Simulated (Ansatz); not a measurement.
## Run times for SiH4 (silane)

The species is SiH4 (5 atoms), meant as a singlet with charge 0. SMILES: `[SiH4]`. The coordinates come from a PBE0-D4/def2-TZVP relaxation.

```xyz
5

Si    0.0000    0.0000   -0.0001
H     0.9676   -0.6884    0.8909
H    -1.3310    0.0449    0.6560
H    -0.1051   -0.7403   -1.2826
H     0.4685    1.3838   -0.2642
```

Program: Ansatz 0.2.0. Hardware: 1 thread of Arm Neoverse V2, shared host, so times are rough. Ansatz fits the integrals of SCF and DFT runs by default. Its times include its search for lower SCF states.

Problem. Estimate their order by wall time, quickest first.
A. gradient at BLYP/pcseg-2
B. gradient at CAM-B3LYP/STO-3G
C. an optimisation at wB97X-V/cc-pV(D+d)Z
D. energy at BCCD(T)/6-31G** (Cartesian functions), 5 core orbitals frozen
E. gradient at HF/STO-3G

Solution. E (0.08 s), D (0.24 s), B (0.76 s), A (3.6 s), C (25 s).
